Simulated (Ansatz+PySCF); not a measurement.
Results of a calculation; reference values are marked as such.
**Several solutions for singlet NH₃ in separate pieces**

```yaml
atoms:
  - { symbol: N, position_ang: [0.0000, 0.0000, 0.3648] }
  - { symbol: H, position_ang: [2.8075, 0.0000, -0.8511] }
  - { symbol: H, position_ang: [-1.4038, 2.4314, -0.8511] }
  - { symbol: H, position_ang: [-1.4038, -2.4314, -0.8511] }
```

Basis set: cc-pVDZ (spherical functions). Charge 0, multiplicity 1.

RHF was run from several starts with Ansatz (development build ahead of 0.2.0) and PySCF 2.14.0.

```
run  program                                 start  converged  energy (hartree)  <S²>
  A    PySCF  guess huckel, instabilities followed        yes         -55.33350  0.00
  B    PySCF                      program defaults        yes         -55.26238  0.00
  C    PySCF   guess minao, instabilities followed        yes         -55.33350  0.00
  D   Ansatz               stability test followed        yes         -55.33331  0.00
  E    PySCF      guess 1e, instabilities followed        yes         -55.33350  0.00
  F    PySCF    guess atom, instabilities followed        yes         -55.33350  0.00
  G   Ansatz               atomic start, no search        yes         -55.33331  0.00
  H   Ansatz           search for the lowest state        yes         -55.33350  0.00
```

(1) Which runs reached the lowest solution of this kind, and what is wrong with the others?

Answers

(1) A, C, D, E, F, G, H reached the lowest solution found or ended within 0.01 eV of it (a small difference can mark another solution nearby). Converged but too high: B by 1.94 eV. Convergence only shows a stationary point, and even a stable one can lie too high; stability tests and further starts are what find lower ones. Caution: an unrestricted determinant lies well below (15.12 eV lower).
